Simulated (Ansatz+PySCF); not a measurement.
A calculation with PySCF 2.14.0.

```python
from pyscf import gto, scf, cc

mol = gto.M(atom="""
O 0.000000 0.000000 -0.742670
O 0.000000 0.000000 0.742670
""", basis='sto-3g', charge=0, spin=2)
mf = scf.UHF(mol)
mf.kernel()
mycc = cc.CCSD(mf, frozen=2).run()
et = mycc.ccsd_t()
print(mf.e_tot, mycc.e_corr, et, mycc.e_tot + et)
```

The script is written out from the run's settings.

Output:

```yaml
Converged: yes
Reference_energy: -147.52868 hartree
CCSD_correlation_energy: -0.18187 hartree
Triples_correction: -0.00164 hartree
Total_energy: -147.71219 hartree
```

This is not the lowest solution: another run reaches a determinant 2.08 eV lower. Caution: large amplitudes, a single reference is doubtful; another reference gives a lower total.
